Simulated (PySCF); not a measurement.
Input of a response calculation (the driver script's job line, then coordinates in Å):

```
{"job": {"kind": "uv", "xc": "PBE0", "basis": "def2-SVPD", "nstates": 6, "ntriplets": 2}, "charge": 1, "multiplicity": 1}
C     -1.301512    -1.053792     0.000312
S      0.101393    -0.096572    -0.579531
C      1.527360    -0.548034     0.412142
O      0.331770    -0.249013    -1.972759
C     -0.276351     1.659243    -0.143261
F     -0.468064     1.647148     1.189894
H     -2.162107    -0.818384    -0.620356
H     -1.494044    -0.800900     1.038305
H     -1.067732    -2.110137    -0.101557
H      2.392562    -0.002949     0.043869
H      1.327376    -0.296862     1.449083
H      1.704224    -1.614603     0.301643
H     -1.189828     1.984585    -0.648555
H      0.574275     2.299800    -0.391394
```

The program printed, after the SCF cycles:

```
converged SCF energy = -691.2665769052

Static polarisability (au): isotropic 57.672, principal 55.138 58.929 58.950

Singlet excitations
state   eV       nm        f      main configurations
  1   7.1911    172.4   0.00975   H->L 0.96
  2   7.3956    167.6   0.00001   H-1->L 0.97
  3   8.3719    148.1   0.00000   H-1->L+1 0.54, H->L+2 0.39
  4   8.5235    145.5   0.01031   H->L+1 0.78, H-1->L+2 0.18
  5   8.5953    144.2   0.01903   H->L+2 0.55, H-1->L+1 0.27, H-1->L+4 0.14
  6   8.7820    141.2   0.00231   H-2->L 0.98

Triplet excitations (Tamm-Dancoff, eV): 6.6614 7.0254
```

Method: PySCF, TDDFT PBE0/def2-SVPD, vertical, gas phase, core orbitals frozen in the response. One conformer (not necessarily the lowest) at the GFN2-xTB geometry, without solvent, vibrations or thermal averaging.

Task: Give the energy of state 2 in hartree, cm⁻¹ and kJ/mol.

Result: 0.27178 hartree, 59650 cm⁻¹, 713.6 kJ/mol.

Task: What is the gap between the lowest singlet and the lowest triplet?

Result: 7.1911 − 6.6614 = 0.5297 eV (full response against Tamm–Dancoff).

Task: Give the mean polarisability in Å³.

Result: 57.67 au × 0.148185 = 8.55 Å³.

Task: What is the polarisability anisotropy, √(½[(α1 − α2)² + (α2 − α3)² + (α3 − α1)²])?

Result: 3.80 au.

Task: How much of the mean polarisability do the listed states account for?

Result: The sum over states Σ f/ΔE² (ΔE in hartree) gives 0.46 au, under 1% of the total; the rest comes from higher roots of the same response equations.

Task: Write the structure that the coordinates describe.

Result: `C[S+](C)(=O)CF` ([C3H8FOS]+), point group Cs.

H and L stand for HOMO and LUMO.

Conformer computed: `[CH3:1][S+:2]([CH3:3])(=[O:4])[CH2:5][F:6]`: C1–S2–C5–F6 57°.
